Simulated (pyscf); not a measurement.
O=Zr(Cl)–Cl + HCl → O=Zr(Cl)–Cl + HCl (four-centre exchange; singlet surface; Cl–Zr, Cl–H broken, Cl–Zr, Cl–H formed). Single points on ωB97X-D3(BJ)/def2-SVP structures (PySCF, gas phase). Energies in kcal/mol from the separated reactants.

```
level                   barrier  reaction energy
----------------------  -------  ---------------
ωB97X-D3(BJ)/def2-TZVP    -18.2              0.0
B3LYP-D3(BJ)/def2-TZVP        …              0.0
PBE0-D3(BJ)/def2-TZVP     -17.8              0.0
M06-2X/def2-TZVP          -16.0              0.0
ωB97M-D3(BJ)/def2-TZVP    -13.3              0.0
HF/def2-TZVP                  …              0.0
```

Q: Some entries are withheld; supply them.

A: 
- B3LYP-D3(BJ)/def2-TZVP, barrier: -16.4
- HF/def2-TZVP, barrier: 0.7

On the reactant side the descent ends in an adduct with a Cl–Zr contact, 21.4 kcal/mol under the separated species and 3.2 kcal/mol under the saddle at ωB97X-D3(BJ)/def2-TZVP. On the product side the descent ends in an adduct with a Cl–Zr contact, 21.4 kcal/mol under the separated species and 3.2 kcal/mol under the saddle at ωB97X-D3(BJ)/def2-TZVP. At ωB97X-D3(BJ), B3LYP-D3(BJ), PBE0-D3(BJ), M06-2X, ωB97M-D3(BJ) the saddle lies under the separated reactants, which points to a path from their complex (located at ωB97X-D3(BJ) alone). At ωB97X-D3(BJ), B3LYP-D3(BJ), PBE0-D3(BJ), M06-2X, ωB97M-D3(BJ) the saddle lies under the separated products, which points to a path from their complex (located at ωB97X-D3(BJ) alone). What is counted as formed (Cl–Zr) is already present as a longer contact in the reactant adduct; forming that adduct is a step of its own. What is counted as broken (Cl–Zr) persists as a longer contact in the product adduct; parting that adduct is a step of its own. One saddle was located; it need not be the lowest between these sides. Elements past Kr carry the def2 core potentials, without spin-orbit coupling.
